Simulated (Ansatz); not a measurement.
A calculation with Ansatz (development build ahead of 0.2.0).

```yaml
crystal:
  periodic: [false, false, false]
  atoms:
    - { symbol: H, position_ang: [-0.02266, 0.60088, -0.9153] }
    - { symbol: O, position_ang: [-0.00422, -0.40375, -0.93073] }
    - { symbol: O, position_ang: [0.01895, -0.6436, 0.56828] }
    - { symbol: O, position_ang: [-0.00762, 0.43461, 1.20746] }
basis:
  gaussian: { orbitals: cc-pVTZ }
magnetization:
  spin_polarized: true
  initial_magnetization: 1
hamiltonian:
  xc: hf
correlation:
  method: mp2
  frozen_orbitals: { H: 0, O: 1 }
output:
  forces: true
```

The input is written out in the form of the current development build from the run's settings.

Output:

```
Converged                       : yes
Reference energy                : -225.02476 hartree
Correlation energy              : -0.67872 hartree
Total energy                    : -225.70348 hartree
Spin squared of the determinant : 1.000
Stability test                  : minimum
```

Forces (eV/Å):
```tsv
atom	Fx	Fy	Fz
H1	0.025	-1.438	0.088
O2	0.097	0.283	8.125
O3	-0.136	1.750	-7.538
O4	0.014	-0.594	-0.675
```

Caution: the unrestricted determinant is spin contaminated; forces differ strongly between restricted and unrestricted references.
